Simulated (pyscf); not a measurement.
Optimised with ωB97X-D3(BJ)/def2-SVP in PySCF. Correlated levels are frozen-core, on RHF or UHF. ΔMP2 is the change of the MP2 total energy from the triple- to the quadruple-zeta basis.

Question: Estimate by transition-state theory (the high-pressure limit) the rate constant of F–GeH: (SMILES [F][GeH]) [singlet] + H₂O (SMILES O) -> HO–GeH₂–F (SMILES [OH][GeH2][F]) (singlet surface; H–O broken, Ge–O, Ge–H formed) at 1200 K, with CCSD(T)/def2-TZVPP + ΔMP2(QZVPP) energies (ideal gas, 1 atm, RRHO with modes under 100 cm⁻¹ raised to 100, one conformer, R ln 2 for rigid chiral ones; no tunnelling).

Answer: The electronic barrier is 25.0 kcal/mol and the thermal terms add +38.7, so ΔG‡ = 63.7 kcal/mol. With k_BT/h = 2.50e+13 s⁻¹ and RT = 2.385 kcal/mol, and a volume of 1.64e-19 cm³ per molecule at 1 atm, k = 1.0e-17 cm³ molecule⁻¹ s⁻¹. The product is born with the 63 kcal/mol of the reverse barrier and needs collisions to keep. Wigner's tunnelling factor for 1537i cm⁻¹ would be 1.14. A shift of 1 kcal/mol in the barrier changes k by a factor 1.5. On the reactant side the descent ends in an adduct with a Ge–O contact, 16.4 kcal/mol under the separated species and 40.4 kcal/mol under the saddle at ωB97X-D3(BJ)/def2-TZVP. What is counted as formed (Ge–O) is already present as a longer contact in the reactant adduct; forming that adduct is a step of its own. The same reactants have a lower exit, to HO–GeH: [singlet] + HF (highest point, the separated products, at +5.5 kcal/mol at ωB97M-D3(BJ), against +26.5 kcal/mol here). This is the saddle that the search found; another between the same sides may lie lower. The CCSD(T) − MP2 part came from Ansatz, without density fitting, on the same reference. The frozen core leaves the outer d or s,p core shells of the metals and heavy elements correlated in the MP2 and CC values, and def2-TZVPP describes them poorly, which can shift differences by a few kcal/mol. Elements up to Kr have no core potential and no relativistic terms here.
